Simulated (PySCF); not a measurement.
# Potential energy of SiS⁺ along the bond

Set-up: Si x2c-SVPall, S x2c-SVPall; spin-free X2C with a Gaussian nucleus (PySCF 2.14). Energies in eV from Si⁺ + S in their ground configurations at the same level. State: ²Π (doublet), unpaired electrons π ↑.

```json
{"R (Å)": "1.798", "revPBE": "-2.608", "r²SCAN": "-2.746", "UHF": "-1.125", "PW91": "-2.893"}
{"R (Å)": "1.882", "revPBE": "-3.356", "r²SCAN": "-3.458", "UHF": "-1.813", "PW91": "-3.622"}
{"R (Å)": "1.966", "revPBE": "-3.787", "r²SCAN": "-3.853", "UHF": "-2.175", "PW91": "-4.038"}
{"R (Å)": "2.028", "revPBE": "-3.958", "r²SCAN": "-3.997", "UHF": "-2.289", "PW91": "-4.198"}
{"R (Å)": "2.091", "revPBE": "-4.030", "r²SCAN": "-4.043", "UHF": "-2.304", "PW91": "-4.261"}
{"R (Å)": "2.154", "revPBE": "-4.027", "r²SCAN": "-4.014", "UHF": "-2.241", "PW91": "-4.250"}
{"R (Å)": "2.237", "revPBE": "-3.935", "r²SCAN": "-3.892", "UHF": "-2.070", "PW91": "-4.149"}
{"R (Å)": "2.342", "revPBE": "-3.727", "r²SCAN": "-3.648", "UHF": "-1.763", "PW91": "-3.930"}
{"R (Å)": "2.467", "revPBE": "-3.400", "r²SCAN": "-3.284", "UHF": "-1.323", "PW91": "-3.591"}
{"R (Å)": "2.635", "revPBE": "-2.919", "r²SCAN": "-2.771", "UHF": "-0.760", "PW91": "-3.095"}
```

Put a parabola through the three lowest points of the revPBE curve and estimate Re, k and ωe (reduced mass 14.92 u; 1 eV/Å² = 0.16022 mdyn/Å; ωe = 1302.8·√(k/μ) cm⁻¹).

Through R = 2.028, 2.091, 2.154 Å the second-order coefficient is 9.45 eV/Å², so Re ≈ 2.120 Å, k ≈ 3.03 mdyn/Å and ωe ≈ 587 cm⁻¹. A polynomial fit of higher order to the unrounded revPBE energies gives Re = 2.118 Å, k = 2.72 mdyn/Å, ωe = 556 cm⁻¹; anharmonicity and rounding make the difference.

The higher-order fit for each curve: revPBE: Re = 2.118 Å, ωe = 556 cm⁻¹, De = 4.04 eV; r²SCAN: Re = 2.096 Å, ωe = 580 cm⁻¹, De = 4.04 eV; UHF: Re = 2.069 Å, ωe = 624 cm⁻¹, De = 2.31 eV; PW91: Re = 2.111 Å, ωe = 562 cm⁻¹, De = 4.26 eV.

⟨S²⟩ of the unrestricted solution departs from its pure value on part of the curve, where spin states mix. For an ion De counts to the pair picked by the measured ionisation energies or electron affinities, which need not be the lowest pair at this level. The state is the lowest determinant that a PBE0 search found; another state may lie lower at other levels.
